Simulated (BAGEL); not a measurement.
**C3H2NO (SMILES N#CC[C]=O) at UHF/STO-3G (density fitting with qzvpp-jkfit)**

What is the vertical doublet–quartet gap of C3H2NO at UHF/STO-3G (density fitting with qzvpp-jkfit)? 

The results are computed with BAGEL 1.2.2.

2 further runs of the same task are left out: 2 that didn't finish.

## Step 1: Starting point

The species is C3H2NO (7 atoms), meant as a doublet with charge 0. As SMILES, `N#CC[C]=O`. The coordinates come from a GFN2-xTB relaxation. This is one conformer, not always the lowest.

Bond lengths: N1–C2 1.142 Å, C2–C3 1.443 Å, C3–C4 1.501 Å, C4–O5 1.184 Å, C3–H6 1.097 Å, C3–H7 1.097 Å. Angles: N1–C2–C3 178.9°, C2–C3–C4 113.8°, C3–C4–O5 130.4°, C2–C3–H6 108.9°, C2–C3–H7 108.9°, C4–C3–H6 108.5°, C4–C3–H7 107.9°, H6–C3–H7 108.8°.

## Step 2: A single-point energy at UHF/STO-3G (density fitting with qzvpp-jkfit)

File job.json:

```json
{ "bagel": [

{
  "title": "molecule",
  "basis": "sto-3g",
  "df_basis": "qzvpp-jkfit",
  "angstrom": "true",
  "geometry": [
    { "atom": "N", "xyz": [      -0.241190,      -2.248820,       0.980510 ] },
    { "atom": "C", "xyz": [      -0.060110,      -1.179930,       0.621790 ] },
    { "atom": "C", "xyz": [       0.187590,       0.174290,       0.188900 ] },
    { "atom": "C", "xyz": [      -0.512730,       0.539160,      -1.087590 ] },
    { "atom": "O", "xyz": [      -0.485780,       1.541500,      -1.717700 ] },
    { "atom": "H", "xyz": [       1.266470,       0.309410,       0.044380 ] },
    { "atom": "H", "xyz": [      -0.154250,       0.864400,       0.969720 ] }
  ]
},

{
  "title": "uhf",
  "nopen": 1
},

{
  "title": "print",
  "file": "orbitals.molden",
  "orbitals": "true"
}

]}
```

Command:

```bash
BAGEL_NUM_THREADS=1 BAGEL job.json > job.out
```

The log of the run (excerpt; [...] marks lines left out):

```text
* using 1 threads per process

  ===============================================================
  ===============================================================

  *** Geometry ***

  { "atom" : "N", "xyz" : [     -0.455783,     -4.249654,      1.852895 ] },
  { "atom" : "C", "xyz" : [     -0.113591,     -2.229745,      1.175013 ] },
  { "atom" : "C", "xyz" : [      0.354494,      0.329360,      0.356969 ] },
  { "atom" : "C", "xyz" : [     -0.968919,      1.018865,     -2.055247 ] },
  { "atom" : "O", "xyz" : [     -0.917991,      2.913013,     -3.245983 ] },
  { "atom" : "H", "xyz" : [      2.393281,      0.584700,      0.083866 ] },
  { "atom" : "H", "xyz" : [     -0.291490,      1.633479,      1.832505 ] },

  Number of auxiliary basis functions:      415

  Since a DF basis is specified, we compute 2- and 3-index integrals:
    o Being stored without compression. Storage requirement is 0.002 GB

  Number of basis functions:       27
  Number of electrons      :       35

    * METHOD: MOLECULE                             0.11

  *** Open-shell HF ***

  === Nuclear Repulsion ===
   130.8713901704

      * DIIS with orbital gradients will be used.

  === UHF iteration (sto-3g) ===
      0       -240.63888849          0.06870778           0.02
      1       -240.69750294          0.06510619           0.03
      2       -240.74112459          0.05610444           0.03
      3       -240.86089178          0.00280941           0.03
      4       -240.86155529          0.00128389           0.03
      5       -240.86191565          0.00059473           0.03
      6       -240.86207904          0.00040621           0.03
      7       -240.86227099          0.00032376           0.03
      8       -240.86261352          0.00021227           0.03
      9       -240.86314544          0.00016798           0.03
     10       -240.86317457          0.00011720           0.03
     11       -240.86352693          0.00014096           0.03
     12       -240.86357935          0.00012937           0.03
     13       -240.86348757          0.00012768           0.03
     14       -240.86422427          0.00013543           0.03
     15       -240.86308653          0.00027448           0.03
     16       -240.86407466          0.00042292           0.03
     17       -240.86442319          0.00021919           0.03
     18       -240.86406347          0.00045059           0.03
     19       -240.86347022          0.00054215           0.03
     20       -240.86185815          0.00069138           0.03
     21       -240.86402793          0.00019729           0.03
     22       -240.86366419          0.00018083           0.03
     23       -240.86365076          0.00024796           0.03
     24       -240.86332266          0.00038036           0.03
     25       -240.86446427          0.00030741           0.03
     26       -240.86446304          0.00027888           0.03
[... 20 lines of this table left out ...]
     47       -240.86448024          0.00000058           0.03
     48       -240.86448049          0.00000046           0.03
     49       -240.86448064          0.00000033           0.03
     50       -240.86448069          0.00000021           0.03
     51       -240.86448070          0.00000020           0.03
     52       -240.86448071          0.00000019           0.03
     53       -240.86448070          0.00000017           0.03
     54       -240.86448067          0.00000013           0.03
     55       -240.86448069          0.00000010           0.03
     56       -240.86448073          0.00000004           0.03
     57       -240.86448073          0.00000003           0.03
     58       -240.86448073          0.00000002           0.03
     59       -240.86448073          0.00000001           0.03
    * SCF iteration converged.

    * S^2 (UHF) is 0.9174

    * Permanent dipole moment:
           (   -0.357647,    -0.774091,    -0.102408) a.u.

    * METHOD: UHF                                  1.63

    * METHOD: PRINT                                0.00

  ===============================================================
```

Run time: 1.9 s. Hardware: 1 thread of Arm Neoverse V2, shared host.

## Step 3: The quartet, same level

File job.json:

```json
{ "bagel" : [

{
  "title" : "molecule",
  "basis" : "sto-3g",
  "df_basis" : "qzvpp-jkfit",
  "angstrom" : true,
  "geometry" : [
    { "atom" : "N", "xyz" : [      -0.241190,      -2.248820,       0.980510 ] },
    { "atom" : "C", "xyz" : [      -0.060110,      -1.179930,       0.621790 ] },
    { "atom" : "C", "xyz" : [       0.187590,       0.174290,       0.188900 ] },
    { "atom" : "C", "xyz" : [      -0.512730,       0.539160,      -1.087590 ] },
    { "atom" : "O", "xyz" : [      -0.485780,       1.541500,      -1.717700 ] },
    { "atom" : "H", "xyz" : [       1.266470,       0.309410,       0.044380 ] },
    { "atom" : "H", "xyz" : [      -0.154250,       0.864400,       0.969720 ] }
  ]
},

{ "title" : "uhf", "charge" : 0, "nopen" : 3 },

{ "title" : "print", "file" : "orbitals.molden", "orbitals" : true }

]}
```

Command:

```bash
BAGEL_NUM_THREADS=1 BAGEL job.json > job.out
```

The log of the run:

```text
* using 1 threads per process

  ===============================================================
  ===============================================================

  *** Geometry ***

  { "atom" : "N", "xyz" : [     -0.455783,     -4.249654,      1.852895 ] },
  { "atom" : "C", "xyz" : [     -0.113591,     -2.229745,      1.175013 ] },
  { "atom" : "C", "xyz" : [      0.354494,      0.329360,      0.356969 ] },
  { "atom" : "C", "xyz" : [     -0.968919,      1.018865,     -2.055247 ] },
  { "atom" : "O", "xyz" : [     -0.917991,      2.913013,     -3.245983 ] },
  { "atom" : "H", "xyz" : [      2.393281,      0.584700,      0.083866 ] },
  { "atom" : "H", "xyz" : [     -0.291490,      1.633479,      1.832505 ] },

  Number of auxiliary basis functions:      415

  Since a DF basis is specified, we compute 2- and 3-index integrals:
    o Being stored without compression. Storage requirement is 0.002 GB

  Number of basis functions:       27
  Number of electrons      :       35

    * METHOD: MOLECULE                             0.11

  *** Open-shell HF ***

  === Nuclear Repulsion ===
   130.8713901704

      * DIIS with orbital gradients will be used.

  === UHF iteration (sto-3g) ===
      0       -240.26374693          0.05077621           0.03
      1       -239.71950497          0.09700209           0.03
      2       -239.34036495          0.10313238           0.03
      3       -240.51759729          0.02231031           0.03
      4       -240.66967202          0.01220504           0.03
      5       -240.69396507          0.00553517           0.03
      6       -240.70007236          0.00185064           0.03
      7       -240.70063448          0.00066308           0.03
      8       -240.70091457          0.00031416           0.03
      9       -240.70108450          0.00017515           0.03
     10       -240.70117517          0.00015974           0.03
     11       -240.70123752          0.00015818           0.03
     12       -240.70126900          0.00015899           0.03
     13       -240.70111329          0.00015371           0.03
     14       -240.70074940          0.00013985           0.03
     15       -240.70002346          0.00011249           0.03
     16       -240.69951387          0.00008213           0.03
     17       -240.69933718          0.00006027           0.03
     18       -240.69959117          0.00005238           0.03
     19       -240.69984201          0.00003425           0.03
     20       -240.70006694          0.00003102           0.03
     21       -240.70037447          0.00002473           0.03
     22       -240.70080005          0.00002171           0.03
     23       -240.70101646          0.00002121           0.03
     24       -240.70126397          0.00003713           0.03
     25       -240.70135128          0.00002764           0.03
     26       -240.70136899          0.00001833           0.03
     27       -240.70139362          0.00001679           0.03
     28       -240.70140762          0.00001665           0.03
     29       -240.70139066          0.00001666           0.03
     30       -240.70134345          0.00001652           0.03
     31       -240.70134060          0.00001651           0.03
     32       -240.70133333          0.00001646           0.03
     33       -240.70130929          0.00001614           0.03
     34       -240.70127609          0.00001555           0.03
     35       -240.70122802          0.00001447           0.03
     36       -240.70119833          0.00001290           0.03
     37       -240.70122084          0.00001193           0.03
     38       -240.70127858          0.00000995           0.03
     39       -240.70133459          0.00000879           0.03
     40       -240.70138515          0.00000808           0.03
     41       -240.70145457          0.00000756           0.03
     42       -240.70150035          0.00000669           0.03
     43       -240.70157110          0.00000958           0.03
     44       -240.70158747          0.00000431           0.03
     45       -240.70162527          0.00000663           0.03
     46       -240.70162941          0.00000216           0.03
     47       -240.70163153          0.00000188           0.03
     48       -240.70163159          0.00000144           0.03
     49       -240.70163159          0.00000145           0.03
     50       -240.70163152          0.00000143           0.03
     51       -240.70163142          0.00000141           0.03
     52       -240.70163141          0.00000140           0.03
     53       -240.70163137          0.00000139           0.03
     54       -240.70163126          0.00000139           0.03
     55       -240.70163138          0.00000139           0.03
     56       -240.70163132          0.00000138           0.03
     57       -240.70163131          0.00000136           0.03
     58       -240.70163133          0.00000123           0.03
     59       -240.70163127          0.00000087           0.03
     60       -240.70163104          0.00000058           0.03
     61       -240.70163088          0.00000047           0.03
     62       -240.70163093          0.00000044           0.03
     63       -240.70163114          0.00000037           0.03
     64       -240.70163139          0.00000027           0.03
     65       -240.70163154          0.00000018           0.03
     66       -240.70163156          0.00000011           0.03
     67       -240.70163158          0.00000006           0.03
     68       -240.70163158          0.00000004           0.03
     69       -240.70163158          0.00000003           0.03
     70       -240.70163158          0.00000003           0.03
     71       -240.70163158          0.00000002           0.03
     72       -240.70163158          0.00000002           0.03
     73       -240.70163158          0.00000002           0.03
     74       -240.70163158          0.00000002           0.03
     75       -240.70163158          0.00000002           0.03
     76       -240.70163158          0.00000002           0.03
     77       -240.70163158          0.00000002           0.03
     78       -240.70163158          0.00000001           0.03
     79       -240.70163158          0.00000001           0.03
    * SCF iteration converged.

    * S^2 (UHF) is 3.7720

    * Permanent dipole moment:
           (   -0.292939,    -1.022228,     0.161835) a.u.

    * METHOD: UHF                                  2.17

    * METHOD: PRINT                                0.00

  ===============================================================
```

Run time: 2.5 s. Hardware: 1 thread of Arm Neoverse V2, shared host.

## Step 4: Summary of results

At UHF/STO-3G (density fitting with qzvpp-jkfit):

| quantity | value |
| --- | --- |
| doublet: total energy | -240.86448 Eh |
| doublet: dipole moment | 2.18 D |
| doublet: ⟨S²⟩ | 0.917 |
| quartet: total energy | -240.70163 Eh |
| quartet: dipole moment | 2.73 D |
| quartet: ⟨S²⟩ | 3.772 |
| vertical energy of the quartet above the doublet | 4.431 eV |

**Reading.** At this shape the quartet lies 4.43 eV (428 kJ/mol) above the doublet. In a minimal basis such a difference can be off by several eV, whatever the method. ⟨S²⟩ (doublet) is 0.92 where a pure doublet has 0.75: the reference is spin-contaminated.
